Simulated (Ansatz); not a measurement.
Species, as SMILES: F[CH]F, doublet.
Atoms: C1, F2, F3, H4. Bonds: C1-F2, C1-F3, C1-H4.

Basis-set convergence of the optimised C1-H4 bond length at B3LYP with Ansatz (an electronic-structure program). Cartesian d functions, on some or all atoms, in 6-31G*, 6-31+G*; all else is spherical. The program fits the integrals of some runs and decomposes those of others, by size. Open shells are unrestricted. No added dispersion term, no relativity. Reference: the value in def2-QZVPPD, 1.0871 Å, itself unsure by roughly 0.0001 Å (its mean distance from pcseg-3, def2-QZVPP, cc-pVQZ). Deviations are taken from unrounded values.

```csv
basis,functions,optimised C1-H4 bond length (Å)
6-31G*,47,1.0931
6-31+G*,59,1.0910
cc-pVDZ,47,1.1018
aug-cc-pVDZ,78,1.0965
def2-SVP,47,1.1019
def2-SVPD,74,1.0973
pcseg-1,47,1.0960
aug-pcseg-1,78,1.0945
6-311G**,60,1.0901
6-311+G**,72,1.0893
def2-TZVP,99,1.0891
def2-TZVPD,126,1.0887
cc-pVTZ,104,1.0883
aug-cc-pVTZ,161,1.0875
pcseg-2,104,1.0875
aug-pcseg-2,161,1.0873
def2-TZVPP,107,1.0881
def2-TZVPPD,134,1.0877
def2-QZVPP,201,1.0871
def2-QZVPPD,228,1.0871
```

What the diffuse functions change, pair by pair:
- 6-31G* to 6-31+G*: 12 more functions, deviation 0.0061 to 0.0040 Å
- cc-pVDZ to aug-cc-pVDZ: 31 more functions, deviation 0.0147 to 0.0094 Å
- def2-SVP to def2-SVPD: 27 more functions, deviation 0.0149 to 0.0102 Å
- pcseg-1 to aug-pcseg-1: 31 more functions, deviation 0.0089 to 0.0075 Å
- 6-311G** to 6-311+G**: 12 more functions, deviation 0.0030 to 0.0022 Å
- def2-TZVP to def2-TZVPD: 27 more functions, deviation 0.0020 to 0.0016 Å
- cc-pVTZ to aug-cc-pVTZ: 57 more functions, deviation 0.0013 to 0.0004 Å
- pcseg-2 to aug-pcseg-2: 57 more functions, deviation 0.0004 to 0.0002 Å
- def2-TZVPP to def2-TZVPPD: 27 more functions, deviation 0.0010 to 0.0007 Å
- def2-QZVPP to def2-QZVPPD: 27 more functions, deviation 0.0001 to 0.0000 Å

Leaving out the reference's own pair, they bring the value nearer the reference by more than 0.0001 Å in 9 of 9 pairs.
